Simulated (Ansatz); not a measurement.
Reaction (substitution at a C–O bond): `O=CCOCF` + `CCCO` → `CCCOCF` + `O=CCO`

Calculated with Ansatz (gas phase, PBE0-D4/def2-TZVP geometries, no zero-point term in ΔE). CBS: MP2 limit from def2 TZ/QZ plus the TZ coupled-cluster correction, frozen cores. Functionals use def2-TZVPP. B3LYP here is the variant with VWN-RPA as its local correlation; programs differ in this. Each species was taken in one conformer, which may not be the lowest.

(1) Is it downhill or uphill in electronic energy at CCSD(T)/CBS, and by how much? (An estimate is asked.)

(2) What do these levels give: PBE0-D4, B3LYP-D4, PBE, HF/def2-TZVPP, MP2/def2-QZVPP, CCSD/CBS(def2)? (An estimate is asked.)

Largest T1 diagnostic among the species: 0.014.

Answers

(1) Computed: Downhill: ΔE = -3.7 kcal/mol.

(2) Ansatz gave: PBE0-D4 -4.3, B3LYP-D4 -4.0, PBE -4.7, HF/def2-TZVPP -2.5, MP2/def2-QZVPP -3.8, CCSD/CBS(def2) -3.4 kcal/mol.

In def2-TZVPP, CCSD(T) changes the Hartree–Fock value by −1.1 kcal/mol (the triples alone add −0.3 kcal/mol) and MP2 by −1.2 kcal/mol.
